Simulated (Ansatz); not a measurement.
Input file:

```yaml
crystal:
  periodic: [false, false, false]
  atoms:
    - {symbol: Ga, position_ang: [0.000000, 0.015132, 0.562023]}
    - {symbol: Be, position_ang: [0.000000, -0.385514, -4.042786]}
    - {symbol: H, position_ang: [0.000000, 2.400183, -2.729943]}
basis:
  gaussian: {orbitals: def2-SVP}
correlation: {method: fic_mrcisd_q, electrons: outside_noble_gas, active_space: {window: {electrons: 6, orbitals: 3}}}
```

```sh
$ ansatz run in.yaml --threads 1 --pin off --events-out ev --progress --plain --max-ram 2393MiB
```

The program prints:

```
498 factors; integrals over basis functions are off by at most 2.9e-4 eV
mean field evaluation 1: about -52732.9699 eV, gradient 1.1e1 eV
mean field evaluation 2: about -52732.9856 eV, gradient 1.1e1 eV
mean field evaluation 4: about -52734.5645 eV, gradient 1.6e0 eV
mean field evaluation 8: about -52734.5755 eV, gradient 1.0e-1 eV
mean field evaluation 16: about -52722.2134 eV, gradient 1.6e1 eV
mean field evaluation 32: about -52722.4697 eV, gradient 1.5e1 eV
mean field evaluation 64: about -52734.5366 eV, gradient 1.7e0 eV
mean field evaluation 96: about -52730.3626 eV, gradient 8.1e0 eV
mean field -52734.57578718 eV, -1937.9599153997 hartree, gradient 2.6e-6 eV, S^2 0.000000; 6 other end points of the search recorded, 0 dependent functions left out; unrestricted orbitals would lower it
reference -52734.57578718 eV, -1937.9599153997 hartree; 18, 18 occupied and 28, 28 virtual orbitals, 498 factors
state -52734.57578718 eV, -1937.9599153997 hartree
contracted CI cycle   1: correlation 0.00000000 eV, 0.0000000000 hartree, residual 8.62e0 eV
contracted CI cycle   2: correlation -2.73357008 eV, -0.1004568477 hartree, residual 3.20e0 eV
contracted CI cycle   3: correlation -3.12704103 eV, -0.1149166384 hartree, residual 1.57e0 eV
contracted CI cycle   4: correlation -3.24232055 eV, -0.1191530824 hartree, residual 9.59e-1 eV
contracted CI cycle   5: correlation -3.28317754 eV, -0.1206545492 hartree, residual 5.15e-1 eV
contracted CI cycle   6: correlation -3.29401781 eV, -0.1210529217 hartree, residual 1.77e-1 eV
contracted CI cycle   7: correlation -3.29516856 eV, -0.1210952109 hartree, residual 8.06e-2 eV
contracted CI cycle   8: correlation -3.29538031 eV, -0.1211029927 hartree, residual 3.23e-2 eV
contracted CI cycle   9: correlation -3.29542794 eV, -0.1211047431 hartree, residual 1.70e-2 eV
contracted CI cycle  10: correlation -3.29544145 eV, -0.1211052395 hartree, residual 9.97e-3 eV
contracted CI cycle  11: correlation -3.29544523 eV, -0.1211053786 hartree, residual 4.53e-3 eV
contracted CI cycle  12: correlation -3.29544604 eV, -0.1211054083 hartree, residual 2.27e-3 eV
contracted CI cycle  13: correlation -3.29544633 eV, -0.1211054189 hartree, residual 1.49e-3 eV
contracted CI cycle  14: correlation -3.29544646 eV, -0.1211054237 hartree, residual 1.03e-3 eV
contracted CI cycle  15: correlation -3.29544651 eV, -0.1211054255 hartree, residual 6.78e-4 eV
contracted CI cycle  16: correlation -3.29544653 eV, -0.1211054264 hartree, residual 4.29e-4 eV
contracted CI cycle  17: correlation -3.29544654 eV, -0.1211054267 hartree, residual 2.25e-4 eV
contracted CI cycle  18: correlation -3.29544654 eV, -0.1211054268 hartree, residual 1.07e-4 eV
state -52734.57578718 eV, -1937.9599153997 hartree; corrected -52739.17336924 eV, -1938.1288734238 hartree
Total energy: -52739.17336924 eV, -1938.1288734238 hartree
```

The active space holds one configuration alone, so it describes no static correlation.

Natural occupations: 2.0000 2.0000 2.0000.

Ran on 1 thread of Arm Neoverse V2, shared host: 1.7 s wall, 0.08 GiB peak host memory.
